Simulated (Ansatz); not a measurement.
A search over several starts for the lowest SCF solution of (H2Al-mu-H)3 (Al3H9) at the given spin, in a small basis.

```yaml
crystal:
  periodic: [false, false, false]
  atoms:
    - {symbol: Al, position_ang: [-0.696364, 0.968140, -0.874167]}
    - {symbol: H, position_ang: [-1.438419, 1.995115, -1.799887]}
    - {symbol: H, position_ang: [-0.862184, 1.191410, 0.891119]}
    - {symbol: H, position_ang: [0.955859, 1.393915, -0.340099]}
    - {symbol: Al, position_ang: [0.750125, 0.477196, 1.181391]}
    - {symbol: H, position_ang: [1.532095, -0.765595, 0.164951]}
    - {symbol: H, position_ang: [1.543427, 0.983640, 2.436925]}
    - {symbol: H, position_ang: [-0.285112, -0.965950, 1.397954]}
    - {symbol: Al, position_ang: [-0.053751, -1.445367, -0.307299]}
    - {symbol: H, position_ang: [-0.104830, -2.978659, -0.636691]}
    - {symbol: H, position_ang: [-1.579781, -0.526779, -0.441779]}
    - {symbol: H, position_ang: [0.238924, -0.327065, -1.672430]}
basis:
  gaussian: {orbitals: def2-SVP, initial_orbitals: start.molden}
hamiltonian: {xc: pbe0, dispersion: d4}
output: {orbitals: {seedname: orbitals}}
```

The file start.molden holds the orbitals of an earlier run on this structure, at another level or in another basis.

```sh
$ ansatz run in.yaml --threads 4 --pin off --events-out ev --progress --plain --max-ram 3916MiB
```

It prints (some lines left out):

```
Functional definition: PBE0
1200 factors; their error is unknown
mean field evaluation 1: about -19919.3765 eV, gradient 3.9e0 eV
mean field evaluation 2: about -19919.4046 eV, gradient 2.3e-2 eV
mean field evaluation 4: about -19919.6947 eV, gradient 6.5e-5 eV
mean field evaluation 8: about -19919.3975 eV, gradient 1.3e0 eV
mean field evaluation 16: about -19919.6947 eV, gradient 3.2e-4 eV
mean field -19919.69474369 eV, -732.0352797767 hartree, gradient 7.4e-5 eV, S^2 0.000000; 1 other end points of the search recorded, 0 dependent functions left out
reference -19919.69478010 eV, -732.0352811146 hartree; 24, 24 occupied and 75, 75 virtual orbitals, 1200 factors
Total energy: -19919.92671390 eV, -732.0438045247 hartree
```

Run time 1.2 s (4 threads of Arm Neoverse V2 on a shared host).
